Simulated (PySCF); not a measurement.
**MgB⁺: energy against distance**

Set-up: basis Mg pcseg-2, B pcseg-2; no relativity; PySCF 2.14. Energies in eV from Mg⁺ + B in their ground configurations at the same level. State: ¹Σ⁺ (singlet), closed shell.

All columns are M06-2X. A positive dipole points towards B; it is taken about the centre of mass and depends on that origin.

```tsv
R (Å)	E (eV)	μ (D)	Mulliken charge on Mg (basis-dependent)	HOMO (eV)	LUMO (eV)	Mayer bond order	⟨S²⟩
2.211	-1.390	-2.28	0.76	-12.36	-7.63	1.03	0.00
2.314	-1.564	-2.08	0.75	-12.35	-7.51	1.00	0.00
2.417	-1.660	-1.85	0.73	-12.32	-7.43	0.97	0.00
2.494	-1.695	-1.67	0.71	-12.29	-7.39	0.95	0.00
2.571	-1.705	-1.47	0.70	-12.25	-7.41	0.93	0.00
2.648	-1.696	-1.27	0.68	-12.21	-7.43	0.92	0.00
2.751	-1.660	-0.99	0.66	-12.14	-7.45	0.90	0.00
2.880	-1.589	-0.63	0.64	-12.04	-7.50	0.88	0.00
3.034	-1.479	-0.18	0.61	-11.90	-7.56	0.85	0.00
3.240	-1.315	0.46	0.57	-11.71	-7.65	0.82	0.00
```

A fit through these points gives, at Re = 2.569 Å, μ = -1.48 D and dμ/dR = 2.58 D/Å; the reduced mass is 7.546 u.

**Question.** How strong is the fundamental in the double-harmonic approximation, I = 42.26·(dμ/dR)²/μred km/mol?

**Answer.** I = 42.26·(2.58)²/7.546 = 37.3 km/mol at M06-2X.

For an ion De counts to the pair picked by the measured ionisation energies or electron affinities, which need not be the lowest pair at this level.
